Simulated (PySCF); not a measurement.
# C3H3+: magnetic properties

An exercise on one series of results from a longer session: the logs are not shown, and one member is left open.

Programs: PySCF 2.14.0, with routines of our own; each step states its level. All values are computed. Atoms count from 0.

## The starting structure

6 atoms, charge 1, multiplicity 1; geometry from: GFN2-xTB.

Set-up of the first run:

What the job is given:

```
{"job": {"xc": "PBE0", "basis": "def2-SVP", "d3": "d3bj", "grid": 1, "kind": "geom"}, "charge": 1, "multiplicity": 1}
C     -0.561381    -0.562418    -0.013037
C     -0.206094     0.768473     0.008684
C      0.769033    -0.204857     0.006810
H     -1.319329    -1.322083    -0.031666
H     -0.485154     1.804769     0.018902
H      1.806047    -0.481893     0.015029
```

Command:

```console
$ OMP_NUM_THREADS=1 python excited_run.py task.json out
```

This one command runs all jobs of the session in turn.

Among the steps run: Optimising the geometry at PBE0-D3(BJ)/def2-SVP; Magnetic properties: GIAO revPBE/pcSseg-2; Magnetic properties: GIAO PW91/pcSseg-2; Magnetic properties: GIAO B3LYP/pcSseg-2; Magnetic properties: GIAO X3LYP/pcSseg-2; Magnetic properties: GIAO PBE0/pcSseg-2; Magnetic properties: GIAO mPW1PW91/pcSseg-2.

One table of the session follows, with a row left open; its other results are not shown here.

It belongs to the step «Magnetic properties side by side». 

| level | gap (eV) |
| --- | --- |
| GIAO revPBE/pcSseg-2 | ? |
| GIAO PW91/pcSseg-2 | 7.06 |
| GIAO B3LYP/pcSseg-2 | 9.33 |
| GIAO X3LYP/pcSseg-2 | 9.52 |
| GIAO PBE0/pcSseg-2 | 9.84 |
| GIAO mPW1PW91/pcSseg-2 | 9.87 |

Q: Estimate the row for GIAO revPBE/pcSseg-2 from the others.

The run gave: gap (eV): 7.10. In the column «gap (eV)» it lies between GIAO PW91/pcSseg-2 (7.06) and GIAO B3LYP/pcSseg-2 (9.33).

Caveats from the session: For an ion, the motion of the centre of mass in the field is left out. Vibrational averaging and real surroundings are missing from these values.
